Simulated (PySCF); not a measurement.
Saddle point of CH₆BN, closed shell (CH₆BN ([CH3][BH][NH2]) → BNH₂ ([BH][NH]) + CH₄; bonds formed: C2–H4; bonds broken: B1–C2, N3–H4), PBE0-D4/def2-TZVP structure:

```
9
angstrom
B -0.6258 -0.0680 -0.5564
C 0.4274 0.5744 0.7640
N -0.0978 -1.2253 -0.9724
H 0.5451 -0.5140 0.0645
H -1.5288 0.6974 -0.7280
H 1.3476 0.1634 1.2075
H 0.6862 1.5470 0.3492
H -0.3008 0.6537 1.5694
H -0.4531 -1.8287 -1.6979
```

Energies are electronic, without zero-point energy. Barriers and step energies count from the start structure reached by relaxing down the imaginary mode; all methods use the PBE0-D4 structures, on which another method's saddle can fall below an end. Program: PySCF 2.14 with density fitting (its default auxiliary sets; JK sets also for MP2 and CCSD(T)). Basis: def2-TZVPP, with def2-QZVPP for the basis limit. Cores are frozen in the correlated methods. B3LYP uses VWN-RPA correlation. Extrapolation: Hartree–Fock as exp(−7.88 √X), correlation as X^−2.97.

```tsv
method	barrier (kJ/mol)	step energy (kJ/mol)
SPW92	?	171.3
PBE-D4	308.3	140.7
r2SCAN-D4	325.5	144.4
PBE0-D4	331.0	153.4
B3LYP-D4	339.3	130.9
BHLYP-D4	?	144.5
wB97M-V	339.0	138.8
HF	407.9	135.1
MP2	?	130.4
CCSD	355.3	135.3
CCSD(T)	342.7	132.0
```

Fill in the withheld barriers. (To be estimated.)

By the calculation: MP2 334.1; BHLYP-D4 366.2; SPW92 295.4 kJ/mol. Each is the energy of the saddle less that of the start structure, by the same method.

For comparison, the barrier by CCSD(T) at an estimated basis limit (MP2 extrapolated from triple and quadruple zeta, plus CCSD(T) − MP2 in triple zeta) is 339.7 kJ/mol.

T1 diagnostic: at most 0.015.

Labels in which every atom is bracketed show which atoms are joined, not bond orders.

For scale, one of the runs: CCSD(T)/def2-TZVPP, 177 basis functions, launched by `OMP_NUM_THREADS=4 python run.py`. The run took 3 min on 4 CPU threads of an Arm Neoverse V1 (shared host), with 1.5 GiB of host memory at its peak.
